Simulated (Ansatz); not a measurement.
Results of PBE0-D3(BJ) (Ansatz, a program for electronic structure, PAW) for zinc-blende MgS (metastable phase).

Settings: plane-wave cutoff 460 eV, 8×8×8 k mesh, Fermi–Dirac smearing 0.01 eV, scalar-relativistic PAW data made under PBE.

Computed at the level's own relaxed cell.

```
MgS
1.0
    0.00000    -2.79545     2.79545
    2.79545    -2.79545     0.00000
    2.79545     0.00000     2.79545
Mg S
1 1
Direct
  0.00000   0.00000   0.00000
  0.25000   0.25000   0.25000
```

Task: List the 5 lowest band energies at Γ above −25 eV (eV, relative to the valence band maximum), grouping those that round alike.

Result: At Γ: -12.61, 0.00 (×3), 5.41.

Note: the run warned that its exchange threshold was loose for the stress.
